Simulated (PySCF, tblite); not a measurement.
C₄H₁₁P.
Bonds: C1–P2 (double), P2–C3, P2–C4, P2–C5. Hydrogens: H6, H7 on C1; H8, H9, H10 on C3; H11, H12, H13 on C4; H14, H15, H16 on C5.

Structure optimised with GFN2-xTB, isolated species.

**Question.** Give the optimised bond lengths and angles.

**Answer.** 
```csv
bond,length (pm)
C1=P2,170.3
P2–C3,188.6
"P2–C4, P2–C5",182.4
"C1–H6, C1–H7",108.9
C3–H8 and 8 like bonds,108.9
```

Bonds in one row agree within 1 pm and their mean is given. A selection of angles:
```csv
angle,degrees
P2–C1–H6,111.0
H6–C1–H7,110.8
C1–P2–C3,131.3
C1–P2–C4,108.6
C1–P2–C5,108.5
C3–P2–C4,100.3
C4–P2–C5,105.0
P2–C3–H8,112.9
P2–C3–H9,108.4
H8–C3–H9,109.4
H9–C3–H10,108.3
P2–C4–H11,109.1
P2–C4–H13,111.2
```

P2 (phosphorus bonded to 4 C) has angles from 100.3° to 131.3°. The C–P distances run from 1.703 Å (C1=P2, drawn double) to 1.886 Å (P2–C3, drawn single), a spread of 0.183 Å.

Point group: Cs (tolerance 0.08 Å). Its GFN2-xTB frequencies are all real (lowest 100 cm⁻¹).

These are computed values.
